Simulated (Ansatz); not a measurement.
System: tetradymite Bi₂Te₃. Method: r²SCAN+rVV10 (plane waves, PAW; Ansatz, a first-principles code).

Input:

Ansatz 0.2 input:
```yaml
crystal:
  lattice:
    - [10.6074331509, -2.2116456813, 0.0329088169]
    - [10.6074331509, 2.2116456813, 0.0329088169]
    - [10.1345123787, 0.0, 3.834286962]
  atoms:
    - { symbol: Bi, position: [0.3983589889, 0.3983589889, 0.3983589889] }
    - { symbol: Bi, position: [0.6016410111, 0.6016410111, 0.6016410111] }
    - { symbol: Te, position: [0.0, 0.0, 0.0] }
    - { symbol: Te, position: [0.2137420453, 0.2137420453, 0.2137420453] }
    - { symbol: Te, position: [0.7862579547, 0.7862579547, 0.7862579547] }
basis:
  ecutwfc: 560
  ecutrho_ratio: 4
  xc_grid: 3
kpoints:
  mp_grid: { grid: [10, 10, 10] }
hamiltonian:
  xc: r2scan
  dispersion: rvv10
  pseudopotentials: { kind: paw }
scf:
  occupations: { method: fermi_dirac, width: 0.01 }
output:
  forces: true
  stress: true
  eigenvalues: true
relax:
  f_tol: 0.004
  escape_saddle: false
  max_steps: 80
  cell: { stress_tol: 0.02, fix: [volume] }
```

Excerpt of the program's output:

```
Relaxation: its limit of steps is 80 (relax.max_steps)
Crystal: 5 atoms, lattice volume = 178.429 Å³
Basis set: ecut = 560 eV, 5381 PW (Γ), FFT grids on a1−a3, a2−a3, a3, exchange–correlation on 108×108×270 points (27 copies of the dense FFT grid, shifted against one another)
Bands: 47, of which v1, the nominal top of the filled ones, is band 39 counted from 1 (38 counted from 0)
Symmetry: 12 space group operations
Space group: R-3m (ITA 166), of the structure as read, at distance tolerance 5.6e-5 Å
k-points: 116 of 1000
Functional: x = r2scan, c = r2scan + rvv10(b = 11.95, C = 0.0093); τ floored in thin density (d = 2e-4 eV/Å³)
SCF iter   1: F=—  HF=-45795.236359 eV  |F-HF|=—  |Δ(HF+E_count)|=         —  Δρ=3.11e-3  dr2=2.95e-2  dr2_τ=5.43e-3
SCF iter   2: F=—  HF=-45795.253003 eV  |F-HF|=—  |Δ(HF+E_count)|=   1.66e-2  Δρ=1.77e-3  dr2=6.16e-3  dr2_τ=2.55e-4
  ...
SCF 1 converged in 7 iterations: F = -45795.254909 eV  dr2 = 1.80e-8
Crystal: 5 atoms, lattice volume = 178.429 Å³
Initial density: handed on by an earlier stage of this run
SCF 2 converged in 6 iterations: F = -45795.257659 eV  dr2 = 2.97e-7
Crystal: 5 atoms, lattice volume = 178.429 Å³
SCF 3 converged in 6 iterations: F = -45795.260184 eV  dr2 = 4.03e-8
Crystal: 5 atoms, lattice volume = 178.429 Å³
Basis set: ecut = 560 eV, 5387 PW (Γ), FFT grids on a1−a3, a2−a3, a3, exchange–correlation on 108×108×270 points (27 copies of the dense FFT grid, shifted against one another)
SCF 4 converged in 6 iterations: F = -45795.260373 eV  dr2 = 5.12e-9
Crystal: 5 atoms, lattice volume = 178.429 Å³
SCF 5 converged in 6 iterations: F = -45795.260395 eV  dr2 = 3.26e-10
Crystal: 5 atoms, lattice volume = 178.429 Å³
SCF iter   5: F=—  HF=-45795.260397 eV  |F-HF|=—  |Δ(HF+E_count)|=  2.47e-10  Δρ=1.40e-7  dr2=5.42e-11  dr2_τ=3.37e-12
SCF iter   6: F=-45795.260397 eV  HF=-45795.260397 eV  |F-HF|=7.28e-12  |Δ(HF+E_count)|=  2.18e-11  Δρ=3.33e-8  dr2=3.02e-12  dr2_τ=8.80e-14
SCF 6 converged in 6 iterations: F = -45795.260397 eV  dr2 = 3.02e-12
SCF converged after 6 iterations
Free energy (F): -45795.260397 eV
Internal energy: -45795.260397 eV  (E = F + TS)
E sigma→0 (E₀):  -45795.260397 eV
Fermi energy:    8.542714 eV
--- Forces (eV/Å), atoms counted from 1 ---
  atom   1  Bi    -0.00348193    -0.00000000    -0.00043318
  atom   2  Bi     0.00348193     0.00000000     0.00043318
  atom   3  Te    -0.00000000     0.00000000     0.00000000
  atom   4  Te    -0.00123630     0.00000000    -0.00015380
  atom   5  Te     0.00123630     0.00000000     0.00015380
--- Stress (GPa, compression-positive) ---
       -0.482345      -0.000000       0.000333
       -0.000000      -0.485019       0.000000
        0.000333       0.000000      -0.484977
  P = ⅓ Tr σ = -0.4841 GPa (-4.841 kbar)
```

The cell is one volume of an energy–volume scan, off the minimum.

The PAW data were made under PBE.

The result took roughly 7 core-minutes.
